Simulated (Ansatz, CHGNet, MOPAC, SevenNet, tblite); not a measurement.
**How well does each level of theory give the LA phonon frequency at L of zinc-blende CuI?**

Reference value: 103 cm⁻¹ (measured, 9 K, not corrected to a static lattice; as tabulated in arXiv:2305.18931).

```tsv
level (code)	value (cm⁻¹)	cell (Å³/atom)
GFN1-xTB (tblite)	125	29.75
PM7 semi-empirical Hartree-Fock (MOPAC) (MOPAC)	109	30.85
CHGNet 0.3.0 (CHGNet)	(withheld)	27.74
SevenNet-l3i5 (SevenNet)	105	27.76
LDA (Ansatz)	121	25.18
PBE (Ansatz)	104	28.08
r²SCAN (Ansatz)	(withheld)	27.31
```

### Question
Complete the blanks.

### Answer

- CHGNet 0.3.0 (CHGNet), value (cm⁻¹): 110
- r²SCAN (Ansatz, an electronic-structure program), value (cm⁻¹): 107

Differences against the reference: GFN1-xTB +21 %, PM7 semi-empirical Hartree-Fock (MOPAC) +5.8 %, CHGNet 0.3.0 +6.8 %, SevenNet-l3i5 +1.9 %, LDA +17.5 %, PBE +1.0 %, r²SCAN +3.9 %.

Nearest, and too close to rank with a margin of 3.0 % (twice that across the reference) picked here for doubts on the reference and the settings, and for temperature and zero-point motion: PBE (+1.0 %), SevenNet-l3i5 (+1.9 %), r²SCAN (+3.9 %). GFN1-xTB (+21 %) misses by most. Within 10 %: PM7 semi-empirical Hartree-Fock (MOPAC), CHGNet 0.3.0, SevenNet-l3i5, PBE, r²SCAN.

The reference has no zero-point or thermal correction, while the calculations are for a static lattice, so the differences are not the levels' errors alone.  GFN1-xTB, PM7 semi-empirical Hartree-Fock (MOPAC): the method was fitted mainly to molecules. GFN1-xTB, PM7 semi-empirical Hartree-Fock (MOPAC): the run uses a supercell at the zone centre in place of a k mesh. Each level is taken at its own relaxed cell. Cutoffs and k meshes differ between the levels. Ansatz's density-functional and Hartree–Fock values are scalar-relativistic unless marked +SOC, with PAW data made under PBE.

Machine-learned potentials (CHGNet 0.3.0, SevenNet-l3i5) are trained on DFT data, which may include these solids.

Differences are worked out from the printed values.
